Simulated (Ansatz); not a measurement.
Geometry optimisation, RKS PBE/6-31G* (Ansatz).

input.yaml

```yaml
crystal:
  periodic: [false, false, false]
  atoms:
    - { symbol: Si, position_ang: [0.0, 0.0, 0.0] }
    - { symbol: Si, position_ang: [0.0, 0.0, 2.57] }
    - { symbol: H, position_ang: [-1.3148, -0.4067, 3.0574] }
    - { symbol: H, position_ang: [1.0096, -0.9353, 3.0574] }
    - { symbol: H, position_ang: [0.3052, 1.342, 3.0574] }
    - { symbol: H, position_ang: [1.3768, 0.0, -0.4862] }
    - { symbol: H, position_ang: [-0.6877, 1.1914, -0.4862] }
    - { symbol: H, position_ang: [-0.6877, -1.1914, -0.4862] }
    - { symbol: "N", position_ang: [-2.0118, 0.0, 0.6685] }
    - { symbol: H, position_ang: [-2.7319, -0.6071, 0.1822] }
    - { symbol: H, position_ang: [-2.2977, 0.6071, 1.489] }
    - { symbol: H, position_ang: [-1.4454, 0.0, 1.8208] }
basis:
  gaussian: { orbitals: "6-31G*" }
hamiltonian:
  xc: pbe
relax:
  f_tol: 0.15
  max_steps: 25
  restrain:
    - { distance: [0, 8], at: 1.82, k: 30.0 }
    - { distance: [11, 1], at: 1.46, k: 30.0 }
    - { distance: [0, 1], at: 3.42, k: 30.0 }
    - { distance: [11, 8], at: 2.26, k: 30.0 }
output:
  orbitals: {}
```

Command:

```bash
$ ansatz run input.yaml --threads 1 --pin off --max-ram 2048MiB --backend cpu --events-out ev --progress --plain --runs-dir out
```

Task: Where does it end, and by what steps?

Result: The run converged. The restraints hold the end off the free minimum. After 14 steps the energy has fallen by 5.094 eV (the restraints' own energy left out); H3 moved furthest, 1.58 Å.

```json
{"step": "0", "energy less start (eV)": "0.0000", "largest force component (eV/Å)": "3.719", "accepted": "yes"}
{"step": "1", "energy less start (eV)": "0.8419", "largest force component (eV/Å)": "3.524", "accepted": "yes"}
{"step": "2", "energy less start (eV)": "1.2710", "largest force component (eV/Å)": "3.045", "accepted": "yes"}
{"step": "3", "energy less start (eV)": "-0.2375", "largest force component (eV/Å)": "2.800", "accepted": "yes"}
{"step": "4", "energy less start (eV)": "-1.9276", "largest force component (eV/Å)": "2.201", "accepted": "yes"}
{"step": "5", "energy less start (eV)": "-2.9853", "largest force component (eV/Å)": "1.579", "accepted": "yes"}
{"step": "6", "energy less start (eV)": "-3.8899", "largest force component (eV/Å)": "0.986", "accepted": "yes"}
{"step": "7", "energy less start (eV)": "-4.4224", "largest force component (eV/Å)": "1.007", "accepted": "yes"}
{"step": "8", "energy less start (eV)": "-4.6988", "largest force component (eV/Å)": "0.940", "accepted": "yes"}
{"step": "9", "energy less start (eV)": "-4.9212", "largest force component (eV/Å)": "1.195", "accepted": "yes"}
{"step": "10", "energy less start (eV)": "-5.0234", "largest force component (eV/Å)": "0.983", "accepted": "yes"}
{"step": "11", "energy less start (eV)": "-5.0751", "largest force component (eV/Å)": "0.983", "accepted": "yes"}
{"step": "12", "energy less start (eV)": "-5.0919", "largest force component (eV/Å)": "0.924", "accepted": "yes"}
{"step": "13", "energy less start (eV)": "-5.1062", "largest force component (eV/Å)": "0.922", "accepted": "no"}
{"step": "14", "energy less start (eV)": "-5.0940", "largest force component (eV/Å)": "0.919", "accepted": "yes"}
```

```xyz
12
Properties=species:S:1:pos:R:3
Si -0.484 0.121 -0.384
Si -0.158 -0.124 3.028
H -0.608 -0.233 4.462
H 1.031 -1.023 2.842
H 0.229 1.303 2.764
H 0.590 -0.046 0.660
H -0.247 1.448 -1.039
H -0.308 -1.001 -1.362
N -2.197 0.077 0.131
H -2.560 -0.827 0.438
H -2.511 0.804 0.778
H -1.265 -0.496 2.125
```

The run took 39 s on 1 thread of Arm Neoverse V2, with other jobs on the host, peak memory 0.12 GiB.
